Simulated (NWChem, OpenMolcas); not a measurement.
**BNH4 (SMILES BN): the dipole moment, rung by rung**

BNH4: 6 atoms, total charge 0, spin state singlet. SMILES: `BN`. The coordinates come from a PBE0-D4/def2-TZVP relaxation.

Quantity: the dipole moment, in D. The values are calculated.

| level | kind | program | value (D) |
| --- | --- | --- | --- |
| HF/def2-TZVPP | Hartree–Fock | NWChem | 1.73 |
| SVWN5/def2-TZVPP | LDA | OpenMolcas | 2.10 |
| M06-L/def2-TZVPP | meta-GGA | NWChem | 2.04 |
| r2SCAN/def2-TZVPP | meta-GGA | OpenMolcas | 2.01 |
| B3LYP/def2-TZVPP | global hybrid | OpenMolcas | 1.96 |
| PBE0/def2-TZVPP | global hybrid | OpenMolcas | 1.97 |
| CAM-B3LYP/def2-TZVPP | range-separated hybrid | NWChem | 1.94 |
| wB97X/def2-TZVPP | range-separated hybrid | NWChem | 1.92 |

The values span 1.73 to 2.10 D.
